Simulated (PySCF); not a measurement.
BS₂⁻ (singlet). Method: PBE0 in PySCF with B def2-TZVPD, S def2-TZVPD; no relativity; density-fitted integrals.

Harmonic bands of its minimum:

```tsv
ω (cm⁻¹)	IR (km/mol, summed over degenerate members)	degeneracy
364	0.1	2
556	0.0	1
1336	791	1
```

Q: The central atom is B. Infer the point group and assign the bands.

A: D∞h. The modes span πu + σg+ + σu+: 364 πu, 556 σg+, 1336 σu+. The computed geometry has B–S 1.675 Å (×2); S–B–S 180.0°.

This need not be the most stable arrangement of these atoms. The lowest empty level of this anion is unbound, so it and the gap depend on the basis.
